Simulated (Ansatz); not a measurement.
# PF+ (doublet): the correlation ladder, def2-QZVPP

The task here is to estimate one member of a computed series from the others.

Computed with Ansatz 0.2.0, Gaussian basis. Level: def2-QZVPP, core rule «outside noble gas», up to 6 orbitals frozen.

Plan: UHF; ROHF; CCSD(T) on UHF.

2 further runs of the same task are left out: 2 set aside as unsound or not needed.

**The system**

The geometry is a PBE0/def2-TZVP stationary point (not a proven minimum) of the parent state, kept for this charge and spin.

2 atoms, charge 1, spin multiplicity 2.

Atoms are counted from 1 here; the program's logs count them from 0.

Bond lengths: F1–P2 1.593 Å.

Coordinates:

```
F     0.00000    0.00000    0.00000
P     0.00000    0.00000    1.59340
```

The first run:

The input, in.yaml:

```yaml
crystal:
  periodic: [false, false, false]
  atoms:
    - {symbol: F, position_ang: [0.000000, 0.000000, 0.000000]}
    - {symbol: P, position_ang: [0.000000, 0.000000, 1.593400]}
basis:
  gaussian: {orbitals: "def2-QZVPP.json"}
total_charge: 1
magnetization: {spin_polarized: true, initial_magnetization: 1}
hamiltonian: {xc: hf}
output: {orbitals: {seedname: orbitals}}
```

The run is started by

```bash
> ansatz run in.yaml --threads 1 --pin off --events-out ev --progress --plain --max-ram 2393MiB
```

Steps of the session up to this table: UHF; ROHF; CCSD(T) on UHF.

One table of the session follows, with a row left open; its other results are not shown here.

```
  method  from UCCSD(T) (kJ/mol)
    ROHF                 +1069.3
     UHF                 +1052.9
    UMP2                       ?
   UCCSD                   +41.4
UCCSD(T)                       0
```

**Question.** Estimate the row for UMP2.

As computed: from UCCSD(T) (kJ/mol): +69.1. In the column «from UCCSD(T) (kJ/mol)» it lies between UCCSD (+41.4) and UHF (+1052.9).
